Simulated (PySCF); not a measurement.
**CCl⁺: from constants to spectrum**

RHF-CCSD(T) constants of CCl⁺, ¹Σ⁺ (singlet), closed shell (basis C aug-cc-pVDZ, Cl aug-cc-pV(D+d)Z; no relativity; PySCF 2.14; masses 12.0000 and 34.9689 u):

- ωe: 1161.4 cm⁻¹
- ωexe: 6.72 cm⁻¹
- Be: 0.77239 cm⁻¹
- αe: 0.00636 cm⁻¹
- D (centrifugal): 1.37e-06 cm⁻¹
- De to C⁺ + Cl: 6.16 eV

Task: Give the band origin of the fundamental and the first lines of its P and R branches.

Result: ν0 = ωe − 2ωexe = 1148.0 cm⁻¹, B0 = 0.76921, B1 = 0.76285 cm⁻¹.

| J″ | P(J″) − ν0 | R(J″) − ν0 |
| --- | --- | --- |
| 0 |  | 1.526 |
| 1 | -1.538 | 3.039 |
| 2 | -3.090 | 4.539 |
| 3 | -4.653 | 6.026 |
| 4 | -6.230 | 7.501 |
| 5 | -7.819 | 8.962 |
| 6 | -9.420 | 10.411 |

Task: Near which J would the R branch turn back, without centrifugal distortion?

Result: At J ≈ (B0 + B1)/(2(B0 − B1)) − 1 ≈ 120.

Correlated steps freeze 6 core orbitals. Correlated levels converge slowly with the basis: in double zeta they bind strong bonds too weakly, by up to about 1 eV, and carry superposition errors of some tenths. For an ion De counts to the pair picked by the measured ionisation energies or electron affinities, which need not be the lowest pair at this level. Where the molecule has an RHF reference, its open-shell atoms are computed with UHF. The CCSD T1 diagnostic is raised, a sign that a single reference may not be enough here.
